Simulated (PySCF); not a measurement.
Molecule: SMILES OBO, BH$_{3}$O$_{2}$.

Geometry:
```csv
atom,x (Å),y (Å),z (Å)
O1,-1.137,-0.643,0.091
B2,0.011,0.064,-0.035
O3,1.170,-0.609,0.156
H4,-1.918,-0.107,-0.066
H5,0.002,1.251,-0.309
H6,1.942,-0.049,0.051
```

Spin–spin couplings on one PBE0-D3(BJ)/def2-SVP geometry, PySCF 2.14, gas phase, non-relativistic, equivalent pairs averaged; isotopes 11B, 1H, 17O; basis pcJ-1.

Task: How do the couplings (Hz) change with the functional? Times are CPU seconds on 1 thread of an Arm Neoverse V1, shared host.

Result: 
```tsv
functional	functions	1J(B2,H5)	1J(O1,H4)	1J(O1,B2)	2J(O1,O3)	2J(B2,H4)	2J(O1,H5)	3J(O1,H6)	core-s
HF	111	169.2	-113.4	-30.7	14.8	-8.4	-3.8	-8.1	2
LDA	111	123.2	-72.7	-8.0	17.0	-0.6	-3.0	-9.1	3.2
PBE	111	146.0	-75.0	-10.7	17.6	-0.9	-3.4	-10.1	4.7
KT2	111	155.2	-76.3	-4.2	16.1	-1.1	-3.4	-10.8	5.2
B3LYP	111	157.8	-85.1	-14.7	17.3	-2.0	-3.8	-9.8	4.1
PBE0	111	148.4	-81.5	-14.4	16.1	-2.2	-3.4	-9.2	4.4
B97-2	111	151.3	-81.5	-15.7	15.9	-2.4	-3.1	-8.8	4.5
BHandHLYP	111	164.7	-95.6	-20.2	16.3	-3.8	-4.3	-9.2	4.7
CAM-B3LYP	111	155.7	-85.7	-15.6	17.4	-2.0	-3.8	-9.7	5.6
```
